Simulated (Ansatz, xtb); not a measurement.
# Two isomers of CH5FNO+

Structure X: `[NH3+][C@H](O)F`, a singlet. Structure Y: `[NH3+]OCF`, a singlet. Both are isolated ions in the gas phase, relaxed with PBE0-D3(BJ)/def2-SVP; the shapes shown needn't be the lowest conformers.

X (Å):

```yaml
atoms:
  - { symbol: C, position_ang: [-1.9086, 0.8974, -0.8892] }
  - { symbol: F, position_ang: [-0.7532, 1.2427, -0.3101] }
  - { symbol: N, position_ang: [-2.9705, 1.3331, 0.0917] }
  - { symbol: O, position_ang: [-2.0940, -0.4210, -0.9931] }
  - { symbol: H, position_ang: [-2.8629, 0.7734, 0.9530] }
  - { symbol: H, position_ang: [-2.8757, 2.3285, 0.3365] }
  - { symbol: H, position_ang: [-3.9157, 1.1607, -0.2785] }
  - { symbol: H, position_ang: [-2.0330, 1.4810, -1.8201] }
  - { symbol: H, position_ang: [-1.5880, -0.8078, -1.7232] }
```

Y (Å):

```xyz
9

C    -1.3153    0.6751   -1.0381
F    -1.3786    1.9708   -1.3902
N    -3.2927    1.0280    0.1043
O    -2.0103    0.5208    0.1906
H    -3.2798    1.9785   -0.3134
H    -3.9241    0.4145   -0.4433
H    -3.6458    1.0908    1.0718
H    -0.2911    0.3596   -0.7951
H    -1.7702    0.0555   -1.8314
```

Quicker runs give these differences E(Y) − E(X): GFN2-xTB +181.8 kJ/mol; HF/STO-3G +121.8 kJ/mol (at GFN2-xTB geometries); r2SCAN-D4/def2-SVP +228.6 kJ/mol (at GFN2-xTB geometries).

**Question.** Estimate E(Y) − E(X) at the level CCSD(T)/def2-TZVP.

**Answer.** Calculated at CCSD(T)/def2-TZVP: E(Y) − E(X) = +220.4 kJ/mol, so structure X lies lower.

How the difference moves with the method:

```json
{"level": "GFN2-xTB", "geometry": "GFN2-xTB", "E(Y) − E(X) (kJ/mol)": "+181.8", "departure from the last row (kJ/mol)": "−38.5", "job, with rough time for the two": "optimisation, 0.084 s"}
{"level": "HF/STO-3G", "geometry": "GFN2-xTB", "E(Y) − E(X) (kJ/mol)": "+121.8", "departure from the last row (kJ/mol)": "−98.5", "job, with rough time for the two": "single point, 0.16 s"}
{"level": "r2SCAN-D4/def2-SVP", "geometry": "GFN2-xTB", "E(Y) − E(X) (kJ/mol)": "+228.6", "departure from the last row (kJ/mol)": "+8.3", "job, with rough time for the two": "single point, 2 s"}
{"level": "PBE0-D3(BJ)/def2-SVP", "geometry": "PBE0-D3(BJ)/def2-SVP", "E(Y) − E(X) (kJ/mol)": "+228.2", "departure from the last row (kJ/mol)": "+7.8", "job, with rough time for the two": "optimisation, 19 s"}
{"level": "HF/def2-TZVP", "geometry": "PBE0-D3(BJ)/def2-SVP", "E(Y) − E(X) (kJ/mol)": "+227.1", "departure from the last row (kJ/mol)": "+6.7", "job, with rough time for the two": "part of the CCSD(T) run"}
{"level": "MP2/def2-TZVP", "geometry": "PBE0-D3(BJ)/def2-SVP", "E(Y) − E(X) (kJ/mol)": "+231.3", "departure from the last row (kJ/mol)": "+10.9", "job, with rough time for the two": "part of the CCSD(T) run"}
{"level": "CCSD(T)/def2-TZVP", "geometry": "PBE0-D3(BJ)/def2-SVP", "E(Y) − E(X) (kJ/mol)": "+220.4", "departure from the last row (kJ/mol)": "", "job, with rough time for the two": "single point, 57 s"}
```

As drawn, Y has 1 N–O, 1 C–H in place of 1 C–N, 1 O–H.

The levels shown agree on the order. The largest departure from CCSD(T)/def2-TZVP is that of HF/STO-3G, 98.5 kJ/mol.

With harmonic frequencies from PBE0-D3(BJ)/def2-SVP (ideal gas, rigid rotor, one conformer each, 400 K, 1 atm): on the last row, ΔE + ΔZPE = +220.2, ΔH = +219.8, ΔG = +219.7 kJ/mol.

The correlated steps freeze 4 core orbitals. Programs: Ansatz 0.2.0, xtb 6.7.1; the last row on 2 threads of Arm Neoverse V2 on a shared host.
